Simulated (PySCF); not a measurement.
**Relaxation of singlet MgCl₂**

Computed with PySCF, PBE0, basis Mg def2-TZVP, Cl def2-TZVP (no relativity, density fitting). A (50,194) grid was used.

A hand-made bent start, of C2v symmetry, held to at least that symmetry:

```xyz
3
charge 0 multiplicity 1, angstrom
Mg    0.0000    0.0000   -1.0165
Cl    1.9496    0.0000    0.3486
Cl   -1.9496    0.0000    0.3486
```

Question: What forces act on the atoms at the start (eV/Å)?

Answer: 
| atom | Fx | Fy | Fz |
| --- | --- | --- | --- |
| Mg1 | 0.00 | 0.00 | 2.83 |
| Cl2 | -1.07 | 0.00 | -1.41 |
| Cl3 | 1.07 | 0.00 | -1.41 |

Question: What does it relax to?

Answer: It ends at D∞h with Mg–Cl 2.170 Å (×2); Cl–Mg–Cl 180.0°. No frequency check is given, so it may be a saddle point. Other isomers or separated fragments may lie lower.

Question: How much energy is released, and in how many steps?

Answer: 112.8 kJ/mol in 9 steps.

The relaxation took of the order of 27 core-seconds on a shared host.
